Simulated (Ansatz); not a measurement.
Results of PBE-D4 (plane waves, PAW; Ansatz, a program for electronic structure) for trigonal Se.

Settings: plane-wave cutoff 520 eV, 12×12×8 k mesh (along the axes of the cell as run), Fermi–Dirac smearing 0.01 eV, scalar-relativistic PAW data made under PBE.

Cell (relaxed at this level):

```
Se
1.0
    2.02904    -3.51440     0.00000
    2.02904     3.51440     0.00000
    0.00000     0.00000     5.13184
Se
3
Direct
  0.00000   0.24796   0.66667
  0.75204   0.75204   0.00000
  0.24796   0.00000   0.33333
```

Q: Predict the bulk modulus, band gap, smallest direct gap on the k points sampled and Γ–Γ gap.

A: 
- bulk modulus: 23.4 GPa
- band gap: 0.46 eV (indirect)
- smallest direct gap on the k points sampled: 0.52 eV
- Γ–Γ gap: 2.00 eV

Note: the bulk modulus comes from volumes at which shape and atoms were relaxed.

Spin–orbit coupling is not included.

The computed numbers hold no vibrational or temperature effects.

Cost on a shared machine: about 6 core-minutes (a rough figure).
